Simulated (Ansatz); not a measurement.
# A ladder of methods for SiHClO (SMILES O[Si]Cl)

SiHClO has 4 atoms, charge 0, and is taken as a singlet. SMILES: `O[Si]Cl`. The shape is that of a PBE0-D4/def2-TZVP optimisation.

```xyz
4

O    -0.9118    0.4502   -0.3087
Si   -0.4342   -0.7897    0.6470
Cl    1.6623   -0.7010    0.4214
H    -0.2608    0.9804   -0.7800
```

Each level gives the energy change with the O1–Si2 bond stretched from 1.637 to 4.092 Å (eV). The values are calculated.

| level | kind | program | value (eV) | less FCI/STO-3G | CPU time (all runs) |
| --- | --- | --- | --- | --- | --- |
| HF/STO-3G (restricted) | Hartree–Fock | Ansatz | 10.22 | +5.56 | 0.39 s |
| SVWN5/STO-3G (restricted) | LDA | Ansatz | 7.15 | +2.49 | 2.7 s |
| BLYP/STO-3G (restricted) | GGA | Ansatz | 6.44 | +1.78 | 4.4 s |
| PBE0/STO-3G (restricted) | global hybrid | Ansatz | 7.83 | +3.17 | 3.1 s |
| CAM-B3LYP/STO-3G (restricted) | range-separated hybrid | Ansatz | 8.51 | +3.85 | 4.4 s |
| RPA@PBE/STO-3G (restricted) | RPA | Ansatz | 4.08 | -0.58 | 5.8 s |
| CCSD/STO-3G (restricted) | coupled cluster or CI | Ansatz | 4.58 | -0.08 | 0.62 s |
| CCSDT(Q)/STO-3G (restricted) | coupled cluster or CI | Ansatz | 4.72 | +0.06 | 2.3 s |
| FCI/STO-3G | exact in the basis | Ansatz | 4.66 | 0.00 | 8.6 s |

FCI/STO-3G is exact within its basis and frozen core, so for wave-function methods in that basis the difference is their error; functionals converge differently with the basis, so for them it is only a difference. Spin-restricted single references rise too steeply as a bond breaks, Hartree–Fock most of all. Perturbation and coupled-cluster corrections on them can overshoot downwards. The first shape isn't each level's own minimum. The values span 4.08 to 10.22 eV. All rows use very small basis sets, so even the best lies far from the true value. Times are those of the runs behind each value, whatever else they computed, on shared processors of several kinds: orders of magnitude only.
